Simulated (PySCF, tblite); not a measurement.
**Complex of ammonium and methanol**

A gas-phase complex of ammonium and methanol; charge +1, singlet. The structure comes from a short search (6 tight-binding starts) and was relaxed by PBE0-D3(BJ)/def2-SVPD; another way of binding may lie lower. No frequency run checks that it is a minimum.

| part | name | SMILES | atoms | charge | multiplicity |
| --- | --- | --- | --- | --- | --- |
| 1 | ammonium | [NH4+] | 1–5 | +1 | 1 |
| 2 | methanol | CO | 6–11 | 0 | 1 |

| atom | part | x (Å) | y (Å) | z (Å) |
| --- | --- | --- | --- | --- |
| N1 | 1 | -0.046 | 0.011 | -0.074 |
| H2 | 1 | -0.824 | -0.039 | -0.736 |
| H3 | 1 | -0.276 | 0.694 | 0.652 |
| H4 | 1 | 0.132 | -0.969 | 0.366 |
| H5 | 1 | 0.790 | 0.330 | -0.569 |
| C6 | 2 | 0.153 | -2.696 | 2.343 |
| O7 | 2 | 0.364 | -2.339 | 0.973 |
| H8 | 2 | -0.441 | -3.616 | 2.413 |
| H9 | 2 | 1.112 | -2.823 | 2.863 |
| H10 | 2 | -0.408 | -1.878 | 2.810 |
| H11 | 2 | 0.732 | -3.078 | 0.479 |

Contacts between parts, classed by geometry: H4···O7 1.517 Å (hydrogen bond, 179°).

Interaction energies are complex less parts, with the parts frozen as they stand in it; counterpoise-corrected, in kcal/mol (PySCF).

(1) Give the interaction energy at each level run.

(2) What holds them together? Decompose the wB97M-D3(BJ)/def2-TZVPD energy: frozen parts, their antisymmetrised product, then relaxation.

The parts were also relaxed and run alone, at the levels used for the complex: shieldings by PBE0/pcSseg-2.

(3) How do these values change when the complex forms?

## Answers

(1) 
| level | interaction | superposition error removed |
| --- | --- | --- |
| wB97M-D3(BJ)/def2-TZVPD | -25.09 | -0.10 |
| PBE0-D3(BJ)/def2-TZVPD | -26.21 | -0.10 |

(2) electrostatic -29.5, Pauli repulsion +28.4, orbital relaxation -22.8, dispersion correction -1.3 kcal/mol, which sum to the value before the counterpoise correction; the Pauli term holds the exchange-correlation of the frozen density too. Of the attraction, 55 % is electrostatic, 42 % is orbital relaxation, 2 % is dispersion correction.

(3) 
```json
{"property": "N1–H4 bond (Å)", "alone": "1.027", "in the complex": "1.088", "change": "+0.061"}
{"property": "shielding of H4 (ppm)", "alone": "26.38", "in the complex": "16.80", "change": "-9.58"}
{"property": "shielding of O7 (ppm)", "alone": "328.4", "in the complex": "309.1", "change": "-19.3"}
{"property": "shielding of N1 (ppm)", "alone": "234.6", "in the complex": "231.9", "change": "-2.7"}
```

Density functionals tend to overstate the lengthening and the red shift of so strongly bound an X–H bond.
